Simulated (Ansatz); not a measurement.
# Counterpoise correction, worked out

The pair of CH₄ (SMILES C, atoms 1–5) and SiH₃F (SMILES [SiH3]F, atoms 6–10), both closed shells, in one local arrangement (a lower one may exist), relaxed at PBE0-D4/def2-TZVP:

```csv
atom,x (Å),y (Å),z (Å)
C1,0.0218,-0.0216,-1.8930
H2,-0.7307,0.7258,-1.6415
H3,-0.0348,-0.2459,-2.9578
H4,-0.1603,-0.9310,-1.3209
H5,1.0132,0.3658,-1.6580
Si6,-0.0146,0.0601,1.9049
F7,-0.2916,-1.4360,1.4075
H8,-1.0883,0.9351,1.3795
H9,1.3078,0.4876,1.3919
H10,-0.0224,0.0601,3.3871
```

Ansatz 0.2.0; basis: def2-TZVPPD; cores frozen in the correlated methods.

MP2 total energies in eV:

| system | geometry | basis functions | energy |
| --- | --- | --- | --- |
| pair | pair | all | -11728.98060 |
| CH₄ | as in the pair | all (partner as ghosts) | -1099.69103 |
| SiH₃F | as in the pair | all (partner as ghosts) | -10629.25786 |
| CH₄ | as in the pair | its own | -1099.68712 |
| SiH₃F | as in the pair | its own | -10629.24925 |
| CH₄ | free (PBE0-D4 minimum) | its own | -1099.68729 |
| SiH₃F | free (PBE0-D4 minimum) | its own | -10629.24914 |

Task: Work out the interaction energy with and without the counterpoise correction, the superposition error, and the binding energy from the relaxed fragments.

Result: Without correction: -11728.98060 − (-1099.68712) − (-10629.24925) = -0.04423 eV.
With correction (each fragment in the whole basis): -11728.98060 − (-1099.69103) − (-10629.25786) = -0.03171 eV = -0.73 kcal/mol.
The superposition error is the difference, 0.01252 eV, 28 % of the uncorrected value: each fragment borrows its partner's functions.
Deformation from the free shapes: 0.00017 eV for CH₄ and -0.00011 eV for SiH₃F (a small negative value is possible, since the free shapes are minima of another method).
Binding energy from relaxed fragments: -0.03171 + 0.00017 + (-0.00011) = -0.03165 eV = -0.73 kcal/mol (electronic, without zero-point energy; negative means bound). For comparison, the corrected interaction energy by CCSD(T) at an estimated basis limit (MP2 extrapolated from triple and quadruple zeta, plus CCSD(T) − MP2 in triple zeta) is -0.041 eV.

The T1 diagnostic stays at or below 0.012.

For scale, one of the runs: CCSD(T)/def2-TZVPPD, 244 basis functions, launched by `ansatz run in.yaml --threads 4 --pin off --events-out ev --progress --plain --max-ram 9574MiB`. The run took 22 s on 4 CPU threads of an AMD EPYC 9R45 (shared host), with 4.8 GiB of host memory at its peak.
